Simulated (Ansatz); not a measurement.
**AlH₂O₂ radical: functionals against CCSD(T) at one geometry**

The task here is to estimate one member of a computed series from the others.

The runs use Ansatz 0.2.0, Gaussian basis; single points in def2-TZVPP.

Correlated methods freeze the cores. Orbitals are unrestricted.

### Starting geometry

SMILES `[O][AlH][OH]`, 5 atoms, charge 0, spin multiplicity 2.

Atoms are counted from 1 here; the program's logs count them from 0.

Bond lengths: O1–Al2 1.593 Å, Al2–O3 1.576 Å, Al2–H4 1.552 Å, O3–H5 0.967 Å. Angles: O1–Al2–O3 146.4°, O1–Al2–H4 108.9°, O3–Al2–H4 104.7°, Al2–O3–H5 179.4°.

Coordinates:

```
atom    x (Å)    y (Å)    z (Å)
  O1  -1.2606  -1.2307   1.0979
 Al2  -0.3616  -0.3215   0.1484
  O3   0.8514   0.6810   0.0553
  H4  -0.8756  -0.4544  -1.3095
  H5   1.5998   1.2904  -0.0085
```

The first run:

Input file run/in.yaml:

```yaml
crystal:
  periodic: [false, false, false]
  atoms:
    - {symbol: O, position_ang: [-1.260600, -1.230700, 1.097900]}
    - {symbol: Al, position_ang: [-0.361600, -0.321500, 0.148400]}
    - {symbol: O, position_ang: [0.851400, 0.681000, 0.055300]}
    - {symbol: H, position_ang: [-0.875600, -0.454400, -1.309500]}
    - {symbol: H, position_ang: [1.599800, 1.290400, -0.008500]}
basis:
  gaussian: {orbitals: def2-TZVPP}
magnetization: {spin_polarized: true, initial_magnetization: 1}
correlation: {method: ccsd_t}
scf: {omitted_lower_state_checks: [cluster_reference]}
output: {forces: true}
```

The command line of these runs was not kept.

Among the steps run: CCSD(T)/def2-TZVPP; PBE0-D4/def2-TZVPP; wB97M-V/def2-TZVPP; r2SCAN-D4/def2-TZVPP; PBE-D4/def2-TZVPP; BLYP-D4/def2-TZVPP; revPBE-D4/def2-TZVPP.

One of the session's tables, all rows but one given; the rest of the session is left out.

| method | RMS force component (eV/Å) | angle to CCSD(T) forces (°) | dipole (D) |
| --- | --- | --- | --- |
| CCSD(T) | 2.025 | reference | 2.91 |
| PBE0-D4 | 1.809 | 4.0 | 2.95 |
| wB97M-V | 1.923 | 1.5 | 2.92 |
| r2SCAN-D4 | 1.722 | 6.5 | 3.07 |
| PBE-D4 | 1.607 | 12.9 | 3.23 |
| BLYP-D4 | 1.641 | 12.0 | 3.24 |
| revPBE-D4 | ? | ? | ? |

Q: Estimate the row for revPBE-D4 from the others.

The run gave: RMS force component (eV/Å): 1.706; angle to CCSD(T) forces (°): 12.2; dipole (D): 3.17. In the column «RMS force component (eV/Å)» it lies between BLYP-D4 (1.641) and r2SCAN-D4 (1.722).
